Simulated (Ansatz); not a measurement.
Frontier orbitals of `NBO`.

Charge 0, multiplicity 1. Geometry: relaxed with PBE0-D4/def2-TZVP. It is one conformer, not always the lowest. Basis def2-TZVPP, the Gaussian-basis code of Ansatz.

```csv
functional,HOMO (eV),LUMO (eV)
revPBE,-6.24,0.35
```

(1) Give HOMO and LUMO (eV) with LDA (SPW92), PBE, BLYP, r2SCAN, B97M-V, PBE0, B3LYP, r2SCANh, r2SCAN0, HSE06 (plane-wave form), BHLYP, CAM-B3LYP, LC-ωPBE, ωB97X-V, ωB97M-V, HF. (Estimate.)

## Answers

(1) Ansatz gave: 
```tsv
functional	HOMO	LUMO
LDA (SPW92)	-6.49	0.22
PBE	-6.31	0.31
BLYP	-6.18	0.24
r2SCAN	-6.60	0.90
B97M-V	-6.68	0.57
PBE0	-7.76	1.14
B3LYP	-7.51	0.76
r2SCANh	-7.15	1.22
r2SCAN0	-7.98	1.69
HSE06 (plane-wave form)	-7.35	0.78
BHLYP	-9.13	1.68
CAM-B3LYP	-9.22	1.84
LC-ωPBE	-10.64	3.14
ωB97X-V	-10.25	2.96
ωB97M-V	-10.16	2.44
HF	-11.32	3.51
```

B3LYP here is the variant with VWN-RPA as its local correlation; programs differ in this. LC-ωPBE has ω = 0.4 bohr⁻¹. Positive LUMOs are unbound and depend on the basis.
